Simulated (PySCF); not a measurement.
Zinc-blende AlAs, treated with LNO-CCSD(T) in PySCF (GTH pseudopotentials, Gaussian basis).

The same calculation (at the measured cell, 22.677 Å³/atom) with different numerical settings; throughout: k mesh 2×2×2:

```
run  basis  LNO threshold  total energy (eV/atom)
---  -----  -------------  ----------------------
1       DZ          3e-05               -112.7261
2       DZ          1e-05               -112.7226
3       DZ          3e-06               -112.7241
4       TZ          3e-05               -113.6133
5       TZ          1e-05               -113.6131
6       TZ          3e-06               -113.6145
```

In the column total energy (eV/atom) the first row differs from the last by +0.8884 and the next to last by +0.0014.

The last row is no converged limit: other settings stay fixed.
